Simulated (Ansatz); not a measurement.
**CHO₂S− (SMILES [O-]C(O)=S): functionals against CCSD(T) at one geometry**

The task here is to estimate one member of a computed series from the others.

Program: Ansatz 0.2.0, Gaussian basis. Level of theory: single points in def2-TZVPPD. These are calculated values, not measurements.

Correlated methods freeze the cores.

1 further run of the same task is left out (it didn't finish).

### Where the work starts

SMILES `[O-]C(O)=S`, 5 atoms, charge -1, spin multiplicity 1.

Atoms are counted from 1 here; the program's logs count them from 0.

Bond lengths: O1–C2 1.228 Å, C2–O3 1.392 Å, C2–S4 1.704 Å, O3–H5 0.973 Å. Angles: O1–C2–O3 117.2°, O1–C2–S4 129.0°, O3–C2–S4 113.7°, C2–O3–H5 107.3°.

Geometry (Å):

```xyz
5

O     0.7719    0.2156    1.1075
C     0.1654   -0.2876    0.1658
O    -0.5741    0.5689   -0.6455
S     0.1619   -1.9067   -0.3643
H    -0.7108    1.3932   -0.1467
```

The first run:

File run/in.yaml:

```yaml
crystal:
  periodic: [false, false, false]
  atoms:
    - {symbol: O, position_ang: [0.771927, 0.215565, 1.107514]}
    - {symbol: C, position_ang: [0.165408, -0.287623, 0.165845]}
    - {symbol: O, position_ang: [-0.574082, 0.568921, -0.645531]}
    - {symbol: S, position_ang: [0.161928, -1.906749, -0.364266]}
    - {symbol: H, position_ang: [-0.710795, 1.393157, -0.146655]}
basis:
  gaussian: {orbitals: "def2-TZVPPD.json"}
total_charge: -1
hamiltonian: {xc: pbe, dispersion: d4}
output: {forces: true}
```

The basis file named in the input lies beside it (Basis Set Exchange, JSON).

Command:

```sh
ansatz run in.yaml --threads 2 --pin off --events-out ev --progress --plain --max-ram 3481MiB
```

Steps of the session up to this table: PBE-D4/def2-TZVPPD; r2SCAN-D4/def2-TZVPPD; PBE0-D4/def2-TZVPPD; wB97M-V/def2-TZVPPD; CCSD(T)/def2-TZVPPD.

One of the session's tables, all rows but one given; the rest of the session is left out.

| method | RMS force component (eV/Å) | angle to CCSD(T) forces (°) |
| --- | --- | --- |
| PBE-D4 | 0.444 | 36.9 |
| r2SCAN-D4 | ? | ? |
| PBE0-D4 | 0.322 | 41.0 |
| wB97M-V | 0.339 | 33.1 |
| CCSD(T) | 0.366 | reference |

**Question.** Estimate the row for r2SCAN-D4.

As computed: RMS force component (eV/Å): 0.331; angle to CCSD(T) forces (°): 15.7. In the column «RMS force component (eV/Å)» it lies between PBE0-D4 (0.322) and wB97M-V (0.339).
